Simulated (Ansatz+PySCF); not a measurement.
Results of a calculation; reference values are marked as such.
A run of Ansatz (development build ahead of 0.2.0) on doublet H3O at this shape:

```
atom    x (Å)    y (Å)    z (Å)
   O  -0.3011  -0.1080   0.0000
   H  -0.4279   0.8516   0.0000
   H   1.0155  -0.1004   0.0001
   H   1.8210   0.1132  -0.0001
```

Its results:

```json
{"Converged": "yes", "Reference energy": "-76.50783 hartree", "Correlation energy": "-0.26216 hartree", "Total energy": "-76.76999 hartree", "Spin squared of the determinant": "0.750", "Stability test": "minimum among restricted orbitals"}
```

Which input gives this output? Name the method, the orbitals and the basis set, and write the input.

ROHF-MP2 in cc-pVTZ.

```yaml
crystal:
  periodic: [false, false, false]
  atoms:
    - { symbol: O, position_ang: [-0.30106, -0.10805, -1.0e-05] }
    - { symbol: H, position_ang: [-0.42795, 0.85157, 2.0e-05] }
    - { symbol: H, position_ang: [1.01549, -0.10037, 0.00012] }
    - { symbol: H, position_ang: [1.82097, 0.11319, -7.0e-05] }
basis:
  gaussian: { orbitals: cc-pVTZ }
magnetization:
  initial_magnetization: 1
hamiltonian:
  xc: hf
correlation:
  method: mp2
  frozen_orbitals: { H: 0, O: 1 }
```

Caution: bonds are stretched, where a single reference can fail.
